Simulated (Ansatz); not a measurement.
C2H3NO (`OC1=CN1`) at its PBE0-D4/def2-TZVP geometry, where that method's forces vanish. Total charge 0; spin multiplicity 1.

| atom | x (Å) | y (Å) | z (Å) |
| --- | --- | --- | --- |
| O1 | -0.131 | 0.193 | -1.639 |
| C2 | 0.025 | -0.106 | -0.370 |
| C3 | 0.262 | -0.927 | 0.576 |
| N4 | 0.142 | 0.632 | 0.846 |
| H5 | -0.253 | 1.147 | -1.713 |
| H6 | 0.746 | -1.742 | 1.073 |
| H7 | -0.792 | 0.803 | 1.228 |

**Question.** For each bond, give half the difference of the two atoms' forces along it (eV/Å; positive pushes the atoms apart) under PBE-D4, r2SCAN-D4, B3LYP-D4, ωB97M-V in def2-TZVPP. (Best estimate.)

**Answer.** Computed: 
| bond | length (Å) | PBE-D4 | r2SCAN-D4 | B3LYP-D4 | ωB97M-V |
| --- | --- | --- | --- | --- | --- |
| O1–C2 | 1.313 | 0.07 | 0.13 | 0.28 | 0.33 |
| O1–H5 | 0.965 | 0.37 | 0.01 | -0.03 | -0.13 |
| C2–C3 | 1.275 | 0.67 | 0.21 | -0.03 | -0.18 |
| C2–N4 | 1.427 | 0.36 | 0.20 | 0.17 | 0.12 |
| C3–N4 | 1.586 | 0.66 | 0.52 | 0.44 | 0.22 |
| C3–H6 | 1.070 | -0.32 | -0.24 | -0.21 | -0.09 |
| N4–H7 | 1.024 | 0.27 | 0.01 | -0.11 | -0.16 |

B3LYP here is the variant with VWN-RPA as its local correlation; programs differ in this.
